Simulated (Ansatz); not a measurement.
# CH6AlN (SMILES C[NH][AlH2]): energies and forces away from the minimum

The task here is to estimate one member of a computed series from the others.

The runs use Ansatz 0.2.0, Gaussian basis; single points with forces in def2-TZVPP.

Levels: PBE-D4, r2SCAN-D4, PBE0-D4, wB97M-V, Hartree-Fock, MP2, CCSD, CCSD(T). Each coordinate is moved by a Gaussian draw of the width named (0.7 of it for atoms other than hydrogen): 0.09, 0.04, 0.02, 0.02 Å.

Cores are frozen in the correlated methods.

11 further runs of the same task are left out: 11 set aside as unsound or not needed.

### Where the work starts

The minimum, relaxed at PBE0-D4: SMILES `C[NH][AlH2]`, 9 atoms, charge 0, spin multiplicity 1.

Atoms are counted from 1 here; the program's logs count them from 0.

Bond lengths: C1–N2 1.447 Å, C1–H4 1.097 Å, C1–H5 1.097 Å, C1–H6 1.093 Å, N2–Al3 1.768 Å, N2–H7 1.010 Å, Al3–H8 1.584 Å, Al3–H9 1.584 Å. Angles: N2–C1–H4 112.4°, N2–C1–H5 112.3°, N2–C1–H6 109.8°, H4–C1–H5 107.6°, H4–C1–H6 107.2°, H5–C1–H6 107.2°, C1–N2–Al3 128.6°, C1–N2–H7 111.9°, Al3–N2–H7 119.5°, N2–Al3–H8 117.5°, N2–Al3–H9 117.5°, H8–Al3–H9 125.0°.

Coordinates:

```
C    -0.3845    0.9347   -0.7717
N     0.3400   -0.2532   -0.3742
Al    0.3353   -1.0744    1.1909
H    -1.0748    0.7439   -1.6022
H     0.2844    1.7486   -1.0760
H    -0.9810    1.3026    0.0668
H     0.9055   -0.6191   -1.1263
H     1.2344   -2.3699    1.3397
H    -0.5709   -0.4595    2.3359
```

Energies of the minimum (eV), from earlier single points: PBE-D4 -9216.14742, r2SCAN-D4 -9221.03139, PBE0-D4 -9217.12626, B3LYP-D4 -9224.50609, wB97M-V -9221.41761, CCSD(T) -9206.14369.

Set-up of the first run:

ccsdt-tzvpp/in.yaml reads:

```yaml
crystal:
  periodic: [false, false, false]
  atoms:
    - {symbol: C, position_ang: [-0.414301, 0.990002, -0.763332]}
    - {symbol: N, position_ang: [0.398072, -0.292333, -0.342576]}
    - {symbol: Al, position_ang: [0.435055, -0.975950, 1.268093]}
    - {symbol: H, position_ang: [-1.015157, 0.630770, -1.611882]}
    - {symbol: H, position_ang: [0.246081, 1.726896, -1.054509]}
    - {symbol: H, position_ang: [-0.940728, 1.382671, 0.170335]}
    - {symbol: H, position_ang: [1.000109, -0.563555, -1.177097]}
    - {symbol: H, position_ang: [1.327225, -2.399551, 1.361874]}
    - {symbol: H, position_ang: [-0.545413, -0.487095, 2.457957]}
basis:
  gaussian: {orbitals: def2-TZVPP}
correlation: {method: ccsd_t}
output: {forces: true}
```

No record of the launch command was kept for these runs.

Steps of the session up to this table: Structure 1, width 0.09 Å; Structure 2, width 0.04 Å; Structure 3, width 0.02 Å; Structure 4, width 0.02 Å.

One table of the session follows, with a row left open; its other results are not shown here.

```
   method  RMS force component (eV/Å)  angle to CCSD(T) forces (°)  dipole (D)
   PBE-D4                       0.515                         16.5        1.51
r2SCAN-D4                       0.515                          6.6        1.48
  PBE0-D4                       0.525                         12.4        1.39
  wB97M-V                           ?                            ?           ?
  CCSD(T)                       0.521                    reference        1.41
```

**Question.** Estimate the row for wB97M-V.

As computed: RMS force component (eV/Å): 0.531; angle to CCSD(T) forces (°): 5.4; dipole (D): 1.37. In the column «RMS force component (eV/Å)» it is the highest.
